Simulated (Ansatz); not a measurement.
What does this script print? It uses the Ansatz DFT code, driven from Python.

`dimer_cl2.py`:
```python
"""Interaction energy of two Cl2 molecules, with the counterpoise correction."""

import ansatz
import numpy as np

FIRST = [
    ("Cl", (0.8599, -0.2863, 0.4409)),
    ("Cl", (-0.8599, 0.2863, -0.4409)),
]
SECOND = [
    ("Cl", (3.422, -0.2385, -0.7167)),
    ("Cl", (3.576, -1.8688, -1.892)),
]

def energy(atoms, ghosts=()):
    molecule = ansatz.Crystal.molecule()
    for symbol, xyz in atoms:
        molecule = molecule.atom(symbol, xyz)
    calc = (
        molecule.calculation()
        .basis(gaussian="def2-SVPD")  # atom-centred Gaussian functions
        .functional("hf")
    )
    deck = calc.input()
    if ghosts:
        deck = deck.set(ansatz.key.basis.gaussian.ghost_atoms, [{"symbol": s, "position_ang": list(xyz)} for s, xyz in ghosts])
    return ansatz.Session.from_dict(deck).plan().execute().report["free_energy_ev"]


def main() -> None:
    # ghost atoms carry the functions of the partner
    direction = np.array([0.9018, -0.2716, -0.3362])
    print("shift (A)   counterpoise-corrected interaction (kJ/mol)")
    for shift in (-0.3, 0.0, 0.4, 1.0, 2.0):
        moved = [(s, tuple(np.round(np.array(xyz) + shift * direction, 4))) for s, xyz in SECOND]
        gain = energy(FIRST + moved) - energy(FIRST, moved) - energy(moved, FIRST)
        print(f"{shift:8.2f} {96.485332 * gain:14.3f}")


if __name__ == "__main__":
    main()
```

Running `python dimer_cl2.py` prints:
```text
shift (A)   counterpoise-corrected interaction (kJ/mol)
   -0.30        117.849
    0.00         47.518
    0.40         13.669
    1.00          2.013
    2.00          0.017
```

Caveats:
- These settings explore the input space; basis and method may be short of convergence.
- The dimer is a generated trial pose of unrelaxed monomers, not a minimum, so the figure is no binding energy, and the basis set is small.
- Hartree-Fock leaves correlation out, so bond, atomisation and ionisation energies come out well too low.
- This level lacks the dispersion part of the attraction (electrostatics and induction are there), which can decide the sign where the interaction is weak.
- It ran for 11 s on 1 thread of Arm Neoverse V2, on a shared host, peak memory 0.32 GiB.

(Lines on the test bed's own set-up are left out of the output.)
